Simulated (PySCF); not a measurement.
Does the answer move with the share of exact exchange?

Species: PH₃.
SMILES: `P`

PySCF, aug-cc-pVDZ basis, density fitting, gas phase, GFN2-xTB geometry. One functional is left out:

| functional | exact exchange (%) | HOMO energy (eV) | LUMO energy (eV) | dipole moment (D) |
| --- | --- | --- | --- | --- |
| B97-D | 0 | -6.69 | -0.51 | 0.680 |
| BLYP | 0 | -6.60 | -0.65 | 0.625 |
| BP86 | 0 | -6.82 | -0.53 | 0.695 |
| HCTH407 | 0 | -6.88 | -0.72 | 0.705 |
| LDA | 0 | -6.77 | -0.61 | 0.751 |
| OLYP | 0 | -6.60 | -0.87 | 0.694 |
| OPBE | 0 | -6.72 | -0.65 | 0.774 |
| PBE | 0 | -6.72 | -0.59 | 0.704 |
| PW91 | 0 | -6.76 | -0.65 | 0.692 |
| revPBE | 0 | -6.70 | -0.63 | 0.700 |
| B3LYP | 20 | -7.69 | -0.37 | 0.657 |
| X3LYP | 22 | -7.72 | -0.35 | 0.658 |
| mPW1PW91 | 25 | -7.92 | -0.17 | 0.729 |
| BHandHLYP | 50 | -8.95 | 0.15 | 0.684 |

Task: Predict the row of B97-2 (21 % exact exchange) by straight lines through the other rows, and check it.

Result: 
| property | line | computed | computed − line | B3LYP (20 %), for comparison |
| --- | --- | --- | --- | --- |
| HOMO energy (eV) | -7.68 | -7.66 | +0.02 | -7.69 |
| LUMO energy (eV) | -0.31 | -0.09 | +0.22 | -0.37 |
| dipole moment (D) | 0.690 | 0.724 | +0.034 | 0.657 |

Task: Which of these properties follows the share of exact exchange most closely, and which least?

Result: Most closely the HOMO energy, least the dipole moment; the correlations over the tabulated rows are HOMO energy -0.994, LUMO energy 0.938, dipole moment -0.189. The HOMO energy moves by -0.453 eV for every 10 %. Functionals with the same share still differ in their other parts: at 0 % BLYP and HCTH407 differ by 0.28 eV in it.
